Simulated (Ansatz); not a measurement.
Geometry optimisation, RKS r2SCAN/def2-mTZVP (Ansatz 0.2.0).

input.yaml

```yaml
crystal:
  periodic: [false, false, false]
  atoms:
    - { symbol: O, position_ang: [-1.2961, 0.51315, -0.32601] }
    - { symbol: C, position_ang: [-6.0e-05, 0.55962, -0.1907] }
    - { symbol: O, position_ang: [0.44109, -0.67728, 0.77586] }
    - { symbol: H, position_ang: [-1.64047, -0.01609, -1.06458] }
    - { symbol: H, position_ang: [0.62402, 0.42683, -1.08161] }
    - { symbol: H, position_ang: [0.29996, 1.40336, 0.43809] }
    - { symbol: H, position_ang: [1.38807, -0.65274, 1.01758] }
    - { symbol: H, position_ang: [0.18349, -1.55685, 0.43137] }
total_charge: 1
basis:
  gaussian: { orbitals: def2-mTZVP }
hamiltonian:
  xc: r2scan
relax:
  f_tol: 0.02
  max_steps: 40
scf:
  lower_state_search: "off"
```

Run as:

```bash
$ ansatz run input.yaml --threads 1 --pin off --max-ram 2048MiB --backend cpu --events-out ev --progress --plain --runs-dir out
```

**Question.** Where does it end, and by what steps?

**Answer.** The run converged. Limits of this set-up: the dipole of an ion depends on the origin. After 7 steps the energy has fallen by 0.064 eV; H8 moved furthest, 0.08 Å.

```
step  energy less start (eV)  largest force component (eV/Å)  accepted
   0                  0.0000                           0.943       yes
   1                 -0.0346                           0.432       yes
   2                 -0.0555                           0.269       yes
   3                 -0.0610                           0.136       yes
   4                 -0.0636                           0.099       yes
   5                 -0.0641                           0.074       yes
   6                 -0.0642                           0.043       yes
   7                 -0.0643                           0.016       yes
```

```xyz
8
Properties=species:S:1:pos:R:3
O -1.334 0.531 -0.326
C -0.034 0.603 -0.221
O 0.454 -0.703 0.837
H -1.628 0.044 -1.117
H 0.577 0.394 -1.098
H 0.293 1.398 0.441
H 1.413 -0.685 1.025
H 0.258 -1.582 0.458
```

Whether the end is a true minimum wasn't checked by a vibrational analysis.

The run took 14 s on 1 thread of Arm Neoverse V2, on a shared host, peak memory 0.1 GiB.
